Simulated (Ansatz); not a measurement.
A made-up structure of CH$_{6}$AlSi (charge +1), singlet:

| atom | x (Å) | y (Å) | z (Å) |
| --- | --- | --- | --- |
| C1 | -0.5989 | 1.4195 | -0.6298 |
| Si2 | 0.2325 | -0.2102 | -0.5637 |
| Al3 | 0.5911 | -1.7384 | 1.4253 |
| H4 | 0.1100 | 2.1544 | -1.0360 |
| H5 | -0.9866 | 1.7704 | 0.3252 |
| H6 | 0.6765 | 0.8506 | 0.2694 |
| H7 | 0.7211 | -0.5855 | -1.9184 |
| H8 | 1.9434 | -1.4290 | 2.1553 |
| H9 | -0.5979 | -2.7436 | 1.6061 |

It is relaxed with PBE-D4/def2-SVP and then PBE0-D4/def2-TZVP (Ansatz 0.2.0). Atoms count as bonded within 1.22 times the sum of their covalent radii (H–H: 0.88 Å). The end point is not checked to be a true minimum.

Question: Does its bonding change? (Judge from chemistry; the calculation decides.)

Answer: Computed: Yes. Formed: C1–H6; broken: Si2–H6.

Where it ends: The first stage lowers the energy by 2.67 eV in 23 steps. It ends as CH₆AlSi ([CH3][SiH][AlH2]), total charge +1:
C1  (-0.133, 1.484, -0.330)
Si2  (0.485, -0.238, -0.384)
Al3  (0.472, -1.995, 1.441)
H4  (-0.848, 1.629, -1.151)
H5  (-0.590, 1.772, 0.616)
H6  (0.709, 2.155, -0.552)
H7  (1.057, -0.529, -1.727)
H8  (1.772, -1.929, 2.315)
H9  (-0.834, -2.861, 1.405)
(Å)

Labels in which every atom is bracketed show which atoms are joined, not bond orders.

For scale, one of the runs: PBE0-D4/def2-TZVP relaxation, 141 basis functions, launched by `ansatz run in.yaml --threads 2 --pin off --events-out ev --progress --plain --max-ram 4352MiB`. Hardware: 2 CPU threads of an Arm Neoverse V1, shared host. Wall time about 14 s.
